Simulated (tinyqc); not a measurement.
Extended Hueckel theory, for BH, step by step. One step of it, computed by the program tinyqc.

Problem. Wolfsberg-Helmholz matrix. H_ij = K' S_ij (H_ii + H_jj)/2 for i != j (the diagonal keeps H_ii), with K' = 1.75.

overlap S, lower triangle:
```
           1B 2s    1B 2px    1B 2py    1B 2pz     2H 1s
1B 2s   1.000000
1B 2px  0.000000  1.000000
1B 2py  0.000000  0.000000  1.000000
1B 2pz  0.000000  0.000000  0.000000  1.000000
2H 1s   0.383266  0.000000  0.000000  0.452397  1.000000
```

diagonal H_ii (eV): 1B 2s -15.200000, 1B 2px -8.500000, 1B 2py -8.500000, 1B 2pz -8.500000, 2H 1s -13.600000

K = 1.750000

Give: H.

Solution.

H (eV), lower triangle:
```
           1B 2s   1B 2px   1B 2py   1B 2pz     2H 1s
1B 2s   -15.2000
1B 2px    0.0000  -8.5000
1B 2py    0.0000   0.0000  -8.5000
1B 2pz    0.0000   0.0000   0.0000  -8.5000
2H 1s    -9.6583   0.0000   0.0000  -8.7482  -13.6000
```
